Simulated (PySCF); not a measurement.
# Bond curve of CS⁻

Set-up: C aug-cc-pVDZ, S aug-cc-pV(D+d)Z; no relativity (PySCF 2.14). Energies in eV from C + S⁻ in their ground configurations at the same level. All curves are PBE0. state 1: ²Π (doublet), unpaired electrons π ↑; state 2: ⁴Σ⁻ (quartet), unpaired electrons σ ↑, π ↑↑, a second solution, started from another occupation.

```tsv
R (Å)	state 1	state 2
1.403	-4.090	-1.153
1.469	-4.835	-2.005
1.534	-5.242	-2.518
1.583	-5.384	-2.739
1.632	-5.422	-2.856
1.681	-5.379	-2.893
1.746	-5.231	-2.854
1.828	-4.946	-2.713
1.926	-4.517	-2.471
2.056	-3.883	-2.115
```

Put a parabola through the three lowest points of the state 1 curve and estimate Re, k and ωe (reduced mass 8.725 u; 1 eV/Å² = 0.16022 mdyn/Å; ωe = 1302.8·√(k/μ) cm⁻¹).

Through R = 1.583, 1.632, 1.681 Å the second-order coefficient is 16.9 eV/Å², so Re ≈ 1.630 Å, k ≈ 5.41 mdyn/Å and ωe ≈ 1025 cm⁻¹. A polynomial fit of higher order to the unrounded PBE0 energies gives Re = 1.628 Å, k = 5.43 mdyn/Å, ωe = 1028 cm⁻¹; anharmonicity and rounding make the difference.

The higher-order fit for each curve: state 1: Re = 1.628 Å, ωe = 1028 cm⁻¹, De = 5.42 eV; state 2: Re = 1.685 Å, ωe = 862 cm⁻¹, minimum 2.89 eV below the ground-state fragments.

For an ion De counts to the pair picked by the measured ionisation energies or electron affinities, which need not be the lowest pair at this level. The highest Kohn–Sham level is positive in this anion. Much of that is self-interaction error, but it also means that the finite basis helps to hold the extra electron. The state was picked by a PBE0 search and need not be the measured ground state.
